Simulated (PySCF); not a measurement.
# The bond of LiS, level by level

What are the lowest state that PBE0 finds, the bond length, vibrational wavenumber and bond energy of LiS, and how much do these hang on the method?

Method: Li def2-TZVP, S def2-TZVP, no relativity; program: PySCF 2.14.0.

## Step 1: Set-up

Settings of the job:

* atoms: Li, S
* charge: 0
* basis: Li def2-TZVP, S def2-TZVP
* Hamiltonian: no relativity
* basis functions: 51
* electrons treated: 19
* masses in u: 7.0160, 31.9721
* levels: PBE0, PBE, r²SCAN, M06, B3LYP, BHandHLYP, HF, MP2, SCS-MP2, CCSD, CCSD(T)
* grid: 80 radial by 434 angular points
* occupations: held fixed by the projection of orbital angular momentum
* dissociation limit: Li + S, each in its ground configuration
* starting distance in angstrom: 2.270
* values of 2S to try: 1, 3

The run is started by

```console
OMP_NUM_THREADS=1 python dia.py task.json out
```

After this run come: The PBE0 curve of the state that the search chose; Excited determinants; PBE; r²SCAN (meta-GGA); M06; B3LYP; BHandHLYP (global hybrid GGA); UHF; Adding correlation.

What does the calculation give? Wanted: for each run, Re; ωe; De; μ.

**Answer**, as computed:

Lowest PBE0 solution found, without spin–orbit coupling: ²Π (doublet), unpaired electrons π ↑. State 2 has its PBE0 minimum 0.65 eV higher. The other levels ran on the lowest alone.

```
      level  Re (Å)  ωe (cm⁻¹)  De (eV)  μ (D)
        UHF   2.164        586     1.98  -7.48
    UHF-MP2   2.159        584     2.91    n/a
UHF-SCS-MP2   2.161        583     2.91    n/a
   UHF-CCSD   2.157        585     2.86    n/a
UHF-CCSD(T)   2.158        583     2.91    n/a
        PBE   2.154        573     3.14  -6.76
     r²SCAN   2.158        577     3.18  -7.13
      B3LYP   2.148        580     3.13  -6.89
       PBE0   2.145        587     3.07  -7.01
        M06   2.156        568     3.22  -7.10
  BHandHLYP   2.138        595     3.04  -7.09
```

De is counted to Li + S in their ground configurations. A positive dipole means Li(−)S(+).

Differences from CCSD(T) in the same basis:

```
      level  Re (mÅ)  ωe (%)
        UHF       +6    +0.6
    UHF-MP2       +1    +0.2
UHF-SCS-MP2       +3     0.0
   UHF-CCSD       -1    +0.3
        PBE       -4    -1.7
     r²SCAN        0    -1.0
      B3LYP      -10    -0.5
       PBE0      -13    +0.7
        M06       -2    -2.6
  BHandHLYP      -20    +2.2
```

What this shows: Against CCSD(T) in the same basis, the bond length is nearest at r²SCAN (0 mÅ) and farthest at BHandHLYP (-20 mÅ); the wavenumber is nearest at UHF-SCS-MP2 (0.0 %) and farthest at M06 (-2.6 %). Of the levels with a De here, UHF gives the least (1.98 eV) and M06 the most (3.22 eV).

Correlated steps freeze 5 core orbitals.
